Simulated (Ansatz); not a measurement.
Input for Ansatz (a program for electronic structure): R-wB97M-V/def2-TZVPP on water (SMILES O), atoms moved off the minimum.

Ansatz 0.2 input:
```yaml
crystal:
  periodic: [false, false, false]
  atoms:
    - {symbol: O, position_ang: [-0.15007744, 0.10838722, 0.04675602]}
    - {symbol: H, position_ang: [-0.53484406, -0.35953624, 0.03630225]}
    - {symbol: H, position_ang: [0.73557955, -0.42890580, 0.05717668]}
basis:
  gaussian:
    orbitals: def2-TZVPP
hamiltonian:
  xc: {name: wB97M-V}
scf: {lower_state_search: off}
output: {forces: true}
```

Program output:

```
WARN ansatz: RAYON_NUM_THREADS=1 ignored (pool sized by the plan → 1); use --threads N
Functional definition: wB97M-V
these checks for a lower state are left out or cut short: stability, starts, cluster_reference, orbital_swaps, neighbouring_geometries, increment
integrals: 0.01 GiB planned
269 factors; their error is unknown
integrals: 0.04 GiB planned
69 factors; integrals over basis functions are off by at most 3.0e-5 eV
mean field: 0.12 GiB planned
mean field evaluation 1: about -2065.8783 eV, gradient 5.9e1 eV
mean field evaluation 2: about -2066.0582 eV, gradient 5.9e1 eV
mean field evaluation 4: about -2071.0411 eV, gradient 3.7e-1 eV
mean field evaluation 8: about -2071.0463 eV, gradient 2.6e-3 eV
mean field evaluation 16: about -2071.0463 eV, gradient 7.0e-6 eV
mean field -2071.04625529 eV, -76.1095460762 hartree, gradient 7.0e-6 eV, S^2 0.000000; 0 other end points of the search recorded, 0 dependent functions left out
the calculation of the forces begins
reference -2071.04627533 eV, -76.1095468127 hartree; 5, 5 occupied and 54, 54 virtual orbitals, 269 factors
Total energy: -2071.04627533 eV, -76.1095468127 hartree
Atom 0 at    -0.150077     0.108387     0.046756 Å, force    51.915315    55.904403     1.349389 eV/Å
Atom 1 at    -0.534844    -0.359536     0.036302 Å, force   -49.718238   -58.214384    -1.331795 eV/Å
Atom 2 at     0.735580    -0.428906     0.057177 Å, force    -2.197077     2.309982    -0.017594 eV/Å
Dipole moment:     0.128490    -0.396514    -0.001180 e Å
Checks for a lower state left out: stability, starts, cluster_reference, orbital_swaps, neighbouring_geometries, increment
```

Self-consistency was reached.

Cost: around 0.5 core-seconds (rough).
